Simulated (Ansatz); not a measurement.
Input for Ansatz (development build ahead of 0.2.0):

```yaml
crystal:
  periodic: [false, false, false]
  atoms:
    - { symbol: F, position_ang: [0.01963, 0.04327, 0.01447] }
    - { symbol: H, position_ang: [2.65893, -0.40529, 0.60749] }
    - { symbol: F, position_ang: [2.84541, 0.29415, 0.0533] }
basis:
  gaussian: { orbitals: def2-SVP }
magnetization:
  spin_polarized: true
  initial_magnetization: 1
hamiltonian:
  xc: pbe0
output:
  forces: true
```

The input is written out in the form of the current development build from the run's settings.

The run gave:

```json
{
 "Converged": "yes",
 "Total energy": "-199.81006 hartree",
 "Spin squared of the determinant": "0.751",
 "Stability test": "minimum"
}
```

Forces (eV/Å):
| atom | Fx | Fy | Fz |
| --- | --- | --- | --- |
| F1 | 0.137 | 0.002 | 0.010 |
| H2 | -0.157 | -0.441 | 0.346 |
| F3 | 0.020 | 0.439 | -0.356 |

Caution: charge can spread falsely over distant fragments.
